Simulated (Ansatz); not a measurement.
# CHAlN: the cost of one run

The runs use Ansatz 0.2.0, Gaussian basis; def2-QZVPP, core rule «outside noble gas», up to 7 orbitals frozen.

The runs, in order: UHF; ROHF; CCSD(T) on UHF.

### Step 1. The geometry

The geometry is a PBE0/def2-TZVP stationary point (not a proven minimum) of the parent state, kept for this charge and spin.

4 atoms, charge 0, spin multiplicity 2.

Atoms are counted from 1 here; the program's logs count them from 0.

Bond lengths: Al1–N2 1.818 Å, Al1–H4 1.595 Å, N2–C3 1.194 Å. Angles: N2–Al1–H4 111.0°, Al1–N2–C3 170.0°.

### Step 2. UHF

Input file in.yaml:

```yaml
crystal:
  periodic: [false, false, false]
  atoms:
    - {symbol: Al, position_ang: [0.000000, -0.111786, 1.121424]}
    - {symbol: N, position_ang: [0.000000, 0.097969, -0.684708]}
    - {symbol: C, position_ang: [0.000000, 0.027668, -1.876852]}
    - {symbol: H, position_ang: [0.000000, 1.301302, 1.860276]}
basis:
  gaussian: {orbitals: "def2-QZVPP.json"}
magnetization: {spin_polarized: true, initial_magnetization: 1}
hamiltonian: {xc: hf}
output: {orbitals: {seedname: orbitals}}
```

Started as:

```console
$ ansatz run in.yaml --threads 1 --pin off --events-out ev --progress --plain --max-ram 2393MiB
```

**Question.** How long does this run take on 1 thread of Arm Neoverse V1, shared host, and how much memory does it need?

About 7 s, with a peak of 0.39 GiB.
